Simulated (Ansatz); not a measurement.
Reaction: H4BPO2 (phosphanylboronic acid, SMILES PB(O)O) → H2BO2 (SMILES [B](O)O, doublet) + PH2 (SMILES [PH2], doublet) (the B-P bond breaks)
Each species at its own B3LYP-D3(BJ)/def2-TZVP minimum (Ansatz, a quantum-chemistry and plane-wave program), one conformer.

Total energies in hartree (Ansatz). Open shells are spin-unrestricted; no spin-orbit coupling. Cores are frozen in correlated methods. No relativity.

| species | HF/cc-pV(T+d)Z | CCSD(T)/cc-pV(T+d)Z | HF/cc-pV(Q+d)Z | CCSD(T)/cc-pV(Q+d)Z | CCSD(T)/cc-pV(D+d)Z | CCSDT(Q)/cc-pV(D+d)Z |
|---|---|---|---|---|---|---|
| 1: H4BPO2 (SMILES OB(O)P) | -517.67336 | -518.46753 | -517.69050 | -518.53757 | -518.23242 | -518.23495 |
| 2: H2BO2 (SMILES [B](O)O, doublet) | -175.68559 | -176.27020 | -175.69995 | -176.32621 | -176.08418 | -176.08598 |
| 3: PH2 (SMILES [PH2], doublet) | -341.88871 | -342.05854 | -341.89218 | -342.07094 | -342.01350 | -342.01425 |

**Question.** Work out the bond dissociation energy (electronic) in kcal/mol: take Hartree-Fock from cc-pV(Q+d)Z, extrapolate the CCSD(T) correlation energy as X^-3 (X = 3, 4), and add CCSDT(Q) - CCSD(T) in cc-pV(D+d)Z. 1 hartree = 627.51 kcal/mol.

**Answer.** 
Species 1: correlation (64·(-0.84707) - 27·(-0.79417))/37 = -0.88567; step -0.00253; E1 = -517.69050 + (-0.88567) + (-0.00253) = -518.57870
Species 2: correlation (64·(-0.62626) - 27·(-0.58461))/37 = -0.65665; step -0.00180; E2 = -175.69995 + (-0.65665) + (-0.00180) = -176.35840
Species 3: correlation (64·(-0.17876) - 27·(-0.16983))/37 = -0.18528; step -0.00075; E3 = -341.89218 + (-0.18528) + (-0.00075) = -342.07821
-1·E1 +1·E2 +1·E3 = 0.14209 hartree = 89.2 kcal/mol.
